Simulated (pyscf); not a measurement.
H₂B–OH + H atom (H•) -> BH₂• + water (H₂O), a substitution at O (doublet surface; B–O broken, H–O formed). Single points on ωB97X-D3(BJ)/def2-SVP structures (PySCF, gas phase). MP2 and CC: frozen core, UHF for open shells. ΔMP2 is the change of the MP2 total energy from the triple- to the quadruple-zeta basis. Energies in kcal/mol from the separated reactants.

Small-basis levels: PySCF, no dispersion term, spherical d functions. Open shells are spin-unrestricted. 

```json
[
 {"level": "HF/STO-3G", "barrier": "41.8", "reaction energy": "+48.7"},
 {"level": "HF/3-21G", "barrier": "44.8", "reaction energy": "+43.2"},
 {"level": "HF/6-31G*", "barrier": "55.2", "reaction energy": "+37.7"},
 {"level": "B3LYP/STO-3G", "barrier": "14.8", "reaction energy": "+62.4"},
 {"level": "B3LYP/LANL2DZ", "barrier": "20.8", "reaction energy": "+31.6"},
 {"level": "M06-2X/6-31G*", "barrier": "32.1", "reaction energy": "+42.6"},
 {"level": "PBE/def2-SVP", "barrier": "20.1", "reaction energy": "+44.0"},
 {"level": "CCSD(T)/def2-TZVPP + ΔMP2(QZVPP)", "barrier": "30.2", "reaction energy": "+31.9"}
]
```

Against the last row the barrier runs from -15.4 (B3LYP/STO-3G) to +24.9 kcal/mol (HF/6-31G*). CCSD(T)/def2-TZVPP + ΔMP2(QZVPP) has limits of its own. On the product side the descent ends in an adduct with a B–O contact, 17.6 kcal/mol under the separated species and 14.0 kcal/mol under the saddle at ωB97X-D3(BJ)/def2-TZVP. At CCSD(T) the saddle lies under the separated products, which points to a path from their complex (located at ωB97X-D3(BJ) alone), and parting the products costs more than the saddle. What is counted as broken (B–O) persists as a longer contact in the product adduct; parting that adduct is a step of its own. The same reactants have a lower exit, to [HB–OH]• + H₂ (barrier +11.6 kcal/mol at ωB97M-D3(BJ), against +29.2 kcal/mol here). One saddle was located; it need not be the lowest between these sides. The angle at the attacked O is 125°. The CCSD(T) − MP2 part came from Ansatz, without density fitting, on the same reference. An open-shell T1 diagnostic exceeds 0.045.
